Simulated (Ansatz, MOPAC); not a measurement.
Gas-phase reaction in SMILES: [H]/[C-]=[O+]/[H] (CH2O) -> O=C (CH2O) [formaldehyde]

Quantity: isomerisation energy (enthalpy at 298 K), in kcal/mol. Terms: dispersion terms only where a functional's name holds one; non-relativistic; 6-311+G** with 5d; valence correlation only; spin-orbit terms left out; 6-31G* and kin with 6d, 5d where marked; LANL2DZ all-electron up to Ne. Ab initio and DFT rows: single points at B3LYP-D3(BJ) geometries (Ansatz, a program for electronic structure), with unscaled harmonic terms from B3LYP/6-31G* (Ansatz) at its own minima. Semi-empirical rows: MOPAC heats of formation at their own minima for 298 K. The Hartree-Fock reference of [H]/[C-]=[O+]/[H] (CH2O) is unstable towards a lower, spin-broken solution.

```json
[
 {"level": "AM1", "program": "MOPAC", "isomerisation energy (enthalpy at 298 K) (kcal/mol)": "-48.1"},
 {"level": "PM6", "program": "MOPAC", "isomerisation energy (enthalpy at 298 K) (kcal/mol)": "-36.6"},
 {"level": "MNDO", "program": "MOPAC", "isomerisation energy (enthalpy at 298 K) (kcal/mol)": "-46.4"},
 {"level": "HF/3-21G", "program": "Ansatz", "isomerisation energy (enthalpy at 298 K) (kcal/mol)": "-47.6"},
 {"level": "HF/6-311+G**", "program": "Ansatz", "isomerisation energy (enthalpy at 298 K) (kcal/mol)": "-47.4"},
 {"level": "PBE/6-311+G**", "program": "Ansatz", "isomerisation energy (enthalpy at 298 K) (kcal/mol)": "-53.7"},
 {"level": "BLYP/6-31G*", "program": "Ansatz", "isomerisation energy (enthalpy at 298 K) (kcal/mol)": "-57.9"},
 {"level": "B3LYP/6-31G*", "program": "Ansatz", "isomerisation energy (enthalpy at 298 K) (kcal/mol)": "-57.2"},
 {"level": "B3LYP/6-31G**", "program": "Ansatz", "isomerisation energy (enthalpy at 298 K) (kcal/mol)": "-54.7"},
 {"level": "B3LYP/cc-pVDZ", "program": "Ansatz", "isomerisation energy (enthalpy at 298 K) (kcal/mol)": "-52.5"},
 {"level": "B3LYP/6-311+G**", "program": "Ansatz", "isomerisation energy (enthalpy at 298 K) (kcal/mol)": "-52.4"},
 {"level": "PBE0/6-31G*", "program": "Ansatz", "isomerisation energy (enthalpy at 298 K) (kcal/mol)": "-57.5"},
 {"level": "MP2/LANL2DZ", "program": "Ansatz", "isomerisation energy (enthalpy at 298 K) (kcal/mol)": "-58.5"},
 {"level": "B3LYP-D3(BJ)/def2-TZVPD", "program": "Ansatz + dftd3", "isomerisation energy (enthalpy at 298 K) (kcal/mol)": "-52.9"},
 {"level": "wB97M-V/def2-TZVPD", "program": "Ansatz", "isomerisation energy (enthalpy at 298 K) (kcal/mol)": "-50.4"},
 {"level": "wB97X-V/def2-TZVPD", "program": "Ansatz", "isomerisation energy (enthalpy at 298 K) (kcal/mol)": "-51.6"}
]
```

No value to compare with is used here. The 13 habitual levels span -58.5 (MP2/LANL2DZ) to -36.6 kcal/mol (PM6); wB97X-V/def2-TZVPD gives -51.6.

The levels are drawn from those run, B3LYP/6-31G* more often than the rest, none by its result; left out are runs that failed, that the program found above a lower state of the same kind, or whose <S^2> lies over 0.5 above the pure value.
